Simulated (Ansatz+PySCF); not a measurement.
Results of a calculation; reference values are marked as such.
A run of Ansatz (development build ahead of 0.2.0) on singlet C2H4 at this shape:

```yaml
atoms:
  - { symbol: C, position_ang: [0.0000, 0.0000, -0.6653] }
  - { symbol: C, position_ang: [0.0000, 0.0000, 0.7984] }
  - { symbol: H, position_ang: [0.0000, -0.9311, -1.2403] }
  - { symbol: H, position_ang: [0.0000, 0.9311, -1.2403] }
  - { symbol: H, position_ang: [0.0000, -0.9311, 1.3734] }
  - { symbol: H, position_ang: [0.0000, 0.9311, 1.3734] }
```

Its results:

```yaml
Converged: yes
Total_energy: -77.50711 hartree
Spin_squared_of_the_determinant: 0.000
Stability_test: minimum among restricted orbitals
```

Forces (eV/Å):
| atom | Fx | Fy | Fz |
| --- | --- | --- | --- |
| C1 | 0.000 | 0.000 | 7.020 |
| C2 | 0.000 | 0.000 | -7.020 |
| H3 | 0.000 | -0.081 | 0.123 |
| H4 | 0.000 | 0.081 | 0.123 |
| H5 | 0.000 | -0.081 | -0.123 |
| H6 | 0.000 | 0.081 | -0.123 |

Q: Which input gives this output? Name the method, the orbitals and the basis set, and write the input.

A: PBE0 (restricted) in STO-3G. An unrestricted run that stays on the closed shell gives the same numbers.

```yaml
crystal:
  periodic: [false, false, false]
  atoms:
    - { symbol: C, position_ang: [0.0, 0.0, -0.66531] }
    - { symbol: C, position_ang: [0.0, 0.0, 0.79837] }
    - { symbol: H, position_ang: [0.0, -0.93114, -1.24031] }
    - { symbol: H, position_ang: [0.0, 0.93114, -1.24031] }
    - { symbol: H, position_ang: [0.0, -0.93114, 1.37338] }
    - { symbol: H, position_ang: [0.0, 0.93114, 1.37338] }
basis:
  gaussian: { orbitals: STO-3G }
hamiltonian:
  xc: pbe0
output:
  forces: true
```
